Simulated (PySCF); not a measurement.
Species: C3H4FNO.
Numbering: `[CH2:1]=[C:2]([F:3])[NH:4][CH:5]=[O:6]` (hydrogens: H7, H8 on C1; H9 on N4; H10 on C5)

Theory: PySCF, PBE0-D3(BJ)/def2-SVP geometry optimisation, gas phase.

Task: Give the optimised bond lengths and angles.

Result: 
```tsv
bond	length (Å)
C1=C2	1.330
C2–F3	1.334
C2–N4	1.391
N4–C5	1.369
C5=O6	1.204
C1–H7	1.087
C1–H8	1.089
N4–H9	1.013
C5–H10	1.115
```

A selection of angles:
```tsv
angle	degrees
C2–C1–H7	119.8
C2–C1–H8	118.4
H7–C1–H8	121.7
C1–C2–F3	122.0
C1–C2–N4	129.1
F3–C2–N4	108.9
C2–N4–C5	126.8
C2–N4–H9	115.2
C5–N4–H9	118.0
N4–C5–O6	125.7
N4–C5–H10	111.1
O6–C5–H10	123.1
```

Dihedral angles: C1–C2–N4–C5 1° (synperiplanar); C2–N4–C5–O6 0° (synperiplanar).

The 6 heavy atoms lie in one plane (0.009 Å rms). Of the pairs four or more bonds apart, O6···H7 is among the closest relative to their van der Waals radii: 2.31 Å, 85 % of the sum of Bondi's values. The 2 C–N bonds span 1.369 Å (N4–C5, drawn single) to 1.391 Å (C2–N4, drawn single), a spread of 0.022 Å. N4 (amide nitrogen) is planar (angles 126.8°, 118.0° and 115.2°, sum 360.0°, 0.00 Å off the plane of its three neighbours).

Point group: Cs (tolerance 0.08 Å). PBE0-D3(BJ)/def2-SVP frequencies: not computed here. The numbers are those of one conformer.
